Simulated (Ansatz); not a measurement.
AlCl, SMILES `[Al][Cl]`: measurement beside calculation (Ansatz, PBE0-D4/def2-TZVP geometry).

Z-matrix (Å, degrees):
```
Al
Cl 1 2.146
```

Measured: 452.54 ± 0.05 cm⁻¹ (harmonic omega_e of A1Pi state, 27Al35Cl, UV laser absorption spectroscopy, Dunham fit); 447.19 ± 0.05 cm⁻¹ (harmonic omega_e of A1Pi state, 27Al37Cl, UV laser absorption spectroscopy, Dunham fit). Source: Spectroscopy on the $A^1\Pi \leftarrow X^1\Sigma^+$ Transition of Buffer-Gas Cooled AlCl, 2021 (arxiv:2105.01211).

Harmonic PBE0-D4 wavenumbers (cm⁻¹, unscaled): 473. Fundamentals include anharmonicity and usually lie a few per cent under these; harmonic values from spectra compare directly.
